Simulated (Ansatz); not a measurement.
**A basis-limit estimate, worked out**

An elementary step of SiH$_{6}$F$_{2}$, singlet (SiH₄ + HF + HF → SiH₃F ([F][SiH3]) + HF + H₂; bonds formed: Si1–F7, H2–H8, H6–F9; bonds broken: Si1–H2, H6–F7, H8–F9). “Start” is the structure reached by relaxing down from the saddle towards the reactants; PBE0-D4/def2-TZVP structures. The saddle:

Si1  (-0.806, -0.328, -0.466)
H2  (0.141, -0.726, 0.849)
H3  (-1.517, -1.550, 0.044)
H4  (-0.349, -0.767, -1.800)
H5  (-1.827, 0.725, -0.284)
H6  (1.259, 1.057, 0.191)
F7  (0.448, 1.101, -0.652)
H8  (0.875, -0.179, 1.033)
F9  (1.776, 0.667, 1.085)
(Å)

Computed with Ansatz 0.2.0 (basis: def2-TZVPP and def2-QZVPP); correlated methods freeze the cores.

Energies in eV:

| quantity | saddle | start |
| --- | --- | --- |
| Hartree–Fock, triple zeta (X = 3) | -13369.22395 | -13371.49881 |
| Hartree–Fock, quadruple zeta (X = 4) | -13369.73175 | -13372.00437 |
| MP2 correlation, X = 3 | -19.66411 | -18.82799 |
| MP2 correlation, X = 4 | -21.35761 | -20.51734 |
| CCSD(T) correlation, X = 3 | -20.97297 | -20.21538 |

**Question.** Work out the barrier at the basis limit: extrapolate Hartree–Fock as E(X) = E∞ + A exp(−7.88 √X) and the MP2 correlation as E(X) = E∞ + B X^−2.97 (the exponents that Neese and Valeev fitted for def2-TZVPP and QZVPP), then add CCSD(T) − MP2 in triple zeta.

**Answer.** Each step is linear, so take the differences first (saddle − start): Hartree–Fock 2.27486 (X = 3) and 2.27262 (X = 4); MP2 correlation -0.83612 and -0.84027; CCSD(T) correlation -0.75759.
Two points give E∞ = E(4) + w [E(4) − E(3)], with w = 1/(exp(7.88 (2 − √3)) − 1) = 0.1377 for Hartree–Fock and w = 1/((4/3)^2.97 − 1) = 0.7407 for the correlation.
Hartree–Fock: 2.27262 + 0.1377 × (-0.00224) = 2.2723 eV.
MP2 correlation: -0.84027 + 0.7407 × (-0.00415) = -0.8433 eV.
CCSD(T) − MP2: -0.75759 − (-0.83612) = 0.0785 eV.
Sum: 2.2723 + (-0.8433) + 0.0785 = 1.5075 eV, or 34.76 kcal/mol. Plain CCSD(T) in triple zeta gives 1.5173 eV, so the larger basis shifts the result by -0.0098 eV.

No T1 diagnostic of these runs exceeds 0.013.

Labels in which every atom is bracketed show which atoms are joined, not bond orders.

For scale, one of the runs: CCSD(T)/def2-TZVPP, 188 basis functions, launched by `ansatz run in.yaml --threads 2 --pin off --events-out ev --progress --plain --max-ram 4352MiB`. Time: 37 s of wall clock on 2 CPU threads of an Intel Xeon Platinum 8259CL; the host was shared. Peak host memory: 2.1 GiB.
